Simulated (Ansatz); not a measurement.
A single point on C2HFO2, SMILES `O=C=C(O)F`.

```yaml
crystal:
  periodic: [false, false, false]
  atoms:
    - {symbol: O, position_ang: [0.848138, -2.098594, 0.317731]}
    - {symbol: C, position_ang: [0.536858, -0.999973, 0.095970]}
    - {symbol: C, position_ang: [0.162468, 0.235642, -0.152771]}
    - {symbol: O, position_ang: [-1.113329, 0.580483, -0.391721]}
    - {symbol: F, position_ang: [1.093796, 1.194772, -0.296412]}
    - {symbol: H, position_ang: [-1.485830, 1.023668, 0.381103]}
basis:
  gaussian: {orbitals: def2-QZVPP}
correlation: {method: mp2}
```

```sh
$ ansatz run in.yaml --threads 2 --pin off --events-out ev --progress --plain --max-ram 4352MiB
```

Output, abridged:

```
Functional definition: HF
1996 factors; integrals over basis functions are off by at most 9.5e-4 eV
mean field evaluation 1: about -8855.5012 eV, gradient 4.1e1 eV
mean field evaluation 2: about -8855.6421 eV, gradient 4.1e1 eV
mean field evaluation 4: about -8858.6972 eV, gradient 4.9e0 eV
mean field evaluation 8: about -8858.7641 eV, gradient 4.5e-1 eV
mean field -8858.76549521 eV, -325.5536272621 hartree, gradient 2.4e-6 eV, S^2 0.000000; 0 other end points of the search recorded, 0 dependent functions left out
5 core orbitals not correlated: weight in the atoms' cores, before any rotation towards them, 1.000 or more for the frozen orbitals, at most 0.000 for the correlated occupied ones
reference -8858.76549521 eV, -325.5536272621 hartree; 14, 14 occupied and 296, 296 virtual orbitals, 1996 factors
second order -29.63863552 eV of doubles, -0.00000000 eV of singles
Total energy: -8888.40413073 eV, -326.6428270277 hartree
```

Run time 14 s (2 threads of an Arm Neoverse V1 on a shared host); peak host memory 1.1 GiB.
